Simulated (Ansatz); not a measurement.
The first iterations of a band of AlH₆OP (9 atoms, charge 0, multiplicity 1).

The calculation used RKS PBE-D4/def2-SVP (Ansatz).

* movable images: 3
* climbing image: no
* spring: 5.0 eV/Å²
* optimiser: quadratic models (default)
* start path: through a guess of the saddle point
* force threshold: 0.03 eV/Å
* iteration limit: 60
* end points: relaxed

Initial state:

```xyz
9
Properties=species:S:1:pos:R:3
Al 0.183 1.081 -0.740
O 1.265 0.155 -1.745
H -1.329 1.337 -1.234
H 0.928 2.049 0.298
H 0.177 -2.017 0.990
P -0.410 -0.719 1.118
H 0.942 -0.261 -2.559
H -0.010 -0.474 2.471
H -1.746 -1.151 1.402
```

Final state:

```xyz
9
Properties=species:S:1:pos:R:3
Al -0.096 1.080 -0.181
O 0.968 -0.483 -0.992
H -1.093 1.322 -1.425
H 1.032 2.155 0.190
H 0.816 -1.238 -0.382
P -1.036 -0.109 1.664
H 0.600 -0.764 -1.854
H 0.218 -0.689 2.090
H -1.410 -1.272 0.889
```

| iteration | highest image above the first end (eV) | largest band force component (eV/Å) |
| --- | --- | --- |
| 1 | 2.497 | 9.467 |
| 2 | 1.215 | 2.410 |
| 3 | 1.062 | 2.540 |
| 4 | 0.993 | 2.221 |
| 5 | 0.801 | 1.298 |
| 6 | 0.683 | 0.594 |
| 7 | 0.665 | 0.304 |
| 8 | 0.639 | 0.443 |
| 9 | 0.632 | 0.513 |
| 10 | 0.627 | 0.343 |

Does the band converge within its limit, and where does its top end?

The forces met the threshold. It ended after 31 iterations with the highest image 0.452 eV above the first end. A structure lower than the first end lies on the path between it and the top, so the climb from that side starts below the end, which may itself be a saddle point or a shallow side well. No image climbed, so the highest image needn't sit at the top of the path. A band with more images between the same ends climbed to 0.75 eV, so this one has probably stepped over the top. So few images can step over the top or miss a turn of the path. The orbitals stay closed-shell, which can raise the energy where a bond breaks towards radicals; this wasn't checked here.

Run time: 96 s on 2 threads of AMD EPYC 7R13 Processor (Zen 3), on a shared host, peak memory 0.16 GiB.
